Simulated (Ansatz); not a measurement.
Geometry optimisation, UKS BLYP/def2-mTZVP (Ansatz 0.2.0).

input.yaml

```yaml
crystal:
  periodic: [false, false, false]
  atoms:
    - { symbol: H, position_ang: [-0.194859, -1.169402, 0.560045] }
    - { symbol: O, position_ang: [0.736975, -0.903765, 0.435821] }
    - { symbol: C, position_ang: [-0.371201, 1.093878, -0.130729] }
    - { symbol: "N", position_ang: [-1.071948, 2.015624, -0.339307] }
    - { symbol: H, position_ang: [0.901133, -1.036235, -0.52583] }
magnetization:
  spin_polarized: true
  initial_magnetization: 1
basis:
  gaussian: { orbitals: def2-mTZVP }
hamiltonian:
  xc: blyp
relax:
  f_tol: 0.03
  max_steps: 50
output:
  orbitals: {}
```

Command:

```bash
$ ansatz run input.yaml --threads 2 --pin off --max-ram 3072MiB --backend cpu --events-out ev --progress --plain --runs-dir out
```

Task: Where does it end, and by what steps?

Result: The run converged. After 5 steps the energy has fallen by 0.009 eV; H1 moved furthest, 0.13 Å.

```tsv
step	energy less start (eV)	largest force component (eV/Å)	accepted
0	0.0000	0.237	yes
1	0.0073	0.812	no
2	-0.0063	0.332	yes
3	-0.0076	0.199	yes
4	-0.0070	0.396	no
5	-0.0085	0.024	yes
```

```xyz
5
Properties=species:S:1:pos:R:3
H -0.155 -1.294 0.591
O 0.721 -0.875 0.444
C -0.421 1.099 -0.213
N -1.044 2.093 -0.311
H 0.899 -1.023 -0.511
```

Whether the end is a true minimum wasn't checked by a vibrational analysis.

The run took 5 s on 2 threads of Intel(R) Xeon(R) Platinum 8488C (Sapphire Rapids) (shared host), peak memory 0.16 GiB.
